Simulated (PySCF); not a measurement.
## Static response to an electric field

Species: C3H6NP.
SMILES with atom numbers: `[N:1]#[C:2][CH2:3][CH2:4][PH2:5]` (hydrogens: H6, H7 on C3; H8, H9 on C4; H10, H11 on P5)

Structure used (GFN2-xTB), in Å, numbered top down from 1:
```xyz
11
C3H6NP angstrom
N      3.0341   -0.6368    0.2319
C      1.9323   -0.5499   -0.0590
C      0.5385   -0.4231   -0.4019
C     -0.1770    0.4797    0.6078
P     -1.9914    0.7082    0.2563
H      0.0906   -1.4220   -0.4090
H      0.4658   -0.0042   -1.4107
H     -0.0865    0.0669    1.6172
H      0.2834    1.4722    0.6232
H     -2.2528   -0.6439    0.0265
H     -1.8315    0.9557   -1.1084
```

Level: CAM-B3LYP/def2-SVPD (PySCF), static field, nuclei fixed, core orbitals frozen in the response. The polarisability tensor in these axes (au):

```
x   84.62 -6.29  2.79
y   -6.29 55.71  0.96
z    2.79  0.96 55.77
```

**Question.** Give the principal values, the mean and the anisotropy Δα = √{½[(α1 − α2)² + (α2 − α3)² + (α1 − α3)²]}.

**Answer.** Principal values 53.37, 56.60 and 86.14 au; mean 65.37 au = 9.69 Å³ = 10.78 × 10⁻⁴⁰ C²·m²/J; Δα = 31.28 au (48 % of the mean).

**Question.** What is the dipole moment, and where does it point?

**Answer.** (-3.15, 0.08, -1.07) D, 3.33 D in size, pointing from the negative to the positive side. Measured along this direction, the outermost atoms are N1 at the negative end and H11 and H10 at the positive end.

**Question.** Find the Langevin capture rate constant for NH4+ (18.034 u) meeting this molecule (87.024 u), k = 2.342 × 10⁻⁹ cm³/s × √(α in Å³ / reduced mass in u).

**Answer.** The reduced mass is 14.94 u, so k = 1.89 × 10⁻⁹ cm³/s. The formula leaves out the permanent dipole, which adds to the capture rate.

**Question.** What would n − 1 = 2πNα be for an ideal gas of these molecules at 273.15 K and 1 atm, electronic part alone?

**Answer.** N = p/kT = 2.6868 × 10¹⁹ cm⁻³, so n − 1 = 2π × N × 9.69 × 10⁻²⁴ cm³ = 1635 × 10⁻⁶ at long wavelengths.

**Question.** How large is μ²/3kT at 500 K beside α?

**Answer.** In Gaussian units μ²/3kT = 53.58 Å³ against 9.69 Å³, a ratio of 5.53; the Debye molar polarisation (4π/3)N_A(α + μ²/3kT) is 159.6 cm³/mol, leaving out the vibrational part.

**Question.** Give the eigenvalues of the traceless quadrupole moment Θ = ½Σq(3rr − r²1), origin at the centre of nuclear charge.

**Answer.** -20.53, 9.59, 10.94 D·Å. The values depend on the origin, since the dipole doesn't vanish. The electronic extent ⟨r²⟩ about the same centre is 766 bohr², a root-mean-square distance of 2.16 Å for the 46 electrons.

**Question.** Rayleigh depolarisation ratio (linearly polarised light, static tensor)?

**Answer.** ρ = 3Δα²/(45ᾱ² + 4Δα²) = 2935.5/(192281 + 3914.0) = 0.015.

One conformer (not necessarily the lowest) at the GFN2-xTB geometry, without solvent, vibrations or thermal averaging.
